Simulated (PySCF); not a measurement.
**Spectroscopy problems**

[PySCF: shieldings: GIAO PBE0/pcSseg-1; spin–spin couplings from B3LYP/pcJ-1 (spin–dipole term left out of most H,H and C,H couplings); structure optimised with GFN2-xTB; no solvent; one computed conformer; no relativistic terms; averaged over atoms made equivalent by symmetry, fast rotation or ring inversion]

Chemical shifts δ = σref − σ; 1H, 13C against TMS, all at this level. Multiplet labels drop J under 1 Hz and among equivalent protons, and merge close values. Unscaled 3J(H,H) run several per cent high. Where no couplings were computed, multiplicities follow the n + 1 count of equivalent neighbours, and m marks all less simple cases (inequivalent or close neighbours, rings, F or P nearby). Shifts are as computed. Against solution values, carbons near 30 ppm lie about +3 ppm off and those near 130 ppm about +5 ppm (rms about the fit 2.1 ppm; single classes can miss by 10 ppm). Of 1328 compounds with measured shifts, 309 miss one by over three times the rms of a fit or turn the order of signals round; such compounds aren't used in these exercises. Signals without a measured value on file couldn't be tested in this way; 1H shifts scatter by 0.2 ppm about their fit, and single ones miss by 0.5 ppm.

Question: C5H8. 1H NMR (300 MHz, computed): δ 5.98 (ddt, J = 17.6, 11.2, 8.0 Hz, 2H), 5.42 (dt, J = 17.6, 1.6 Hz, 2H), 5.28 (dt, J = 11.2, 1.2 Hz, 2H), 2.91 (t of quint, J = 8.0, 1.4 Hz, 2H). 13C{1H} NMR (computed): δ 146.9 (CH), 122.0 (CH2), 47.2 (CH2). Identify the compound.

Answer: 1,4-pentadiene (SMILES C=CCC=C). Rings plus π bonds: 2 (no ring in the answer). 3 carbon signals for 5 carbons: some carbons are equivalent by symmetry or fast rotation. Carbon types of the structure: 2 × CH, 3 × CH2, which accounts for all hydrogens. δC 146.9: alkene CH; the olefinic region. δC 122.0: terminal =CH2 carbon; as expected for a trigonal carbon in a double bond. δC 47.2: allylic sp3 CH2; a saturated carbon with 2 carbon neighbours and no heteroatom attached. δH 5.98: hydrogen on an alkene CH; a vinylic proton, deshielded by the sp2 carbon and the C=C anisotropy. The protons at 5.42 and 5.98 share a coupling of 17.6 Hz (vicinal, trans across C=C). The protons at 5.28 and 5.98 share a coupling of 11.2 Hz (vicinal, cis across C=C). The protons at 5.98 and 2.91 share a coupling of 8.0 Hz (vicinal).

The data come from this structure; uniqueness wasn't tested.

Question: C5H8. 1H NMR (400 MHz, computed): δ 6.21 (q, 1H), 2.00 (d, 3H), 1.06 (m, 2H), 1.04 (m, 2H). 13C{1H} NMR (computed): δ 128.1 (C), 122.2 (CH), 21.4 (CH3), 5.1 (CH2), 3.8 (CH2). What is it?

Answer: ethylidenecyclopropane (SMILES CC=C1CC1). The formula gives 2 degrees of unsaturation (1 ring in the answer). 5 carbon signals for 5 carbons: no two carbons are equivalent. Carbon types of the structure: 1 × C, 1 × CH, 2 × CH2, 1 × CH3, which accounts for all hydrogens. δC 128.1: fully substituted alkene carbon; an sp2 carbon of a C=C bond. δC 122.2: alkene CH; an sp2 carbon of a C=C bond. δC 21.4: allylic methyl carbon; saturated and bonded to C and H only. δH 1.06, 1.04: hydrogen on a three-membered-ring carbon; cyclopropane-type protons are shielded by the ring.

The data come from this structure; uniqueness wasn't tested.
